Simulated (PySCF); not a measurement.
Series nitrenes, diatomics and small unsaturated species, computed as singlets and as triplets. Gas-phase values, no solvent. One relaxed conformer stands for each flexible species; it need not be the lowest. Strings in code marks are SMILES.

Method: B3LYP-D3(BJ)/def2-TZVP (PySCF 2.14.0). All candidates: neutral, multiplicity 3. B3LYP has the VWN-RPA correlation part, as in Gaussian. 

* **dipole moment**: 2.49 D
* **highest occupied spin orbital**: -6.77 eV

**Question.** Say which member has these values.
(A) `[O+]#[Si-]` (excited triplet)
(B) `[C]=[SiH2]` (near-degenerate triplet)
(C) `O=S` (lower triplet)
(D) `[C]=C=C` (excited triplet)

**Answer.** B, `[C]=[SiH2]` (near-degenerate triplet). The others give `[O+]#[Si-]` (excited triplet): 2.61 D, -4.70 eV; `O=S` (lower triplet): 1.62 D, -7.30 eV; `[C]=C=C` (excited triplet): 2.46 D, -6.39 eV
